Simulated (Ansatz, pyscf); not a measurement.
`[F][SiH3]` + `[H]` [doublet] -> `[SiH3]` [doublet] + `[FH]`, an atom transfer on the doublet surface: F–Si broken, F–H formed. Single points on ωB97X-D3(BJ)/def2-SVP structures (PySCF, gas phase). Wave-function energies: Ansatz (a program for electronic structure), frozen core, RHF or UHF references. In kcal/mol, from the separated reactants.

Cost: rough CPU time of the saddle's run relative to CCSD(T)/cc-pV(D+d)Z, from one job on a shared machine, with the HF step and its search for lower states.

```json
[
 {"level": "ωB97M-D3(BJ)/def2-TZVP", "barrier": "35.13", "reaction energy": "+14.76", "cost": "–"},
 {"level": "ωB97X-D3(BJ)/def2-TZVP", "barrier": "34.71", "reaction energy": "+15.53", "cost": "–"},
 {"level": "CCSD(T)/cc-pV(D+d)Z", "barrier": "35.45", "reaction energy": "+8.96", "cost": "1"},
 {"level": "CCSDT(Q)/cc-pV(D+d)Z", "barrier": "35.05", "reaction energy": "+8.89", "cost": "81"},
 {"level": "CCSD(T)/cc-pV(T+d)Z", "barrier": "37.60", "reaction energy": "+11.66", "cost": "10"},
 {"level": "CCSD(T)/cc-pV(Q+d)Z", "barrier": "37.90", "reaction energy": "+12.69", "cost": "–"}
]
```

In cc-pV(D+d)Z, going from CCSD(T) to CCSDT(Q) shifts the barrier by -0.39 and the reaction energy by -0.08 kcal/mol. With HF in the quadruple-zeta basis and the correlation energy extrapolated as X⁻³ from X = 3, 4, CCSD(T) gives 37.65 and +12.96; adding the double-zeta shift gives ΔE‡ = 37.26 and ΔE = +12.89 kcal/mol, without core correlation, relativity or geometry relaxation at these levels. At the saddle there is also a short H–Si contact that neither side keeps. The same reactants have a lower exit, to F–SiH₂• + H₂ (barrier +5.78 kcal/mol at ωB97M-D3(BJ), against +35.13 kcal/mol here). One saddle was located; it need not be the lowest between these sides. The angle at the transferred F is 55°: a side-on saddle, likely not the lowest. The CCSD(T) − MP2 part came from Ansatz, without density fitting, on the same reference.
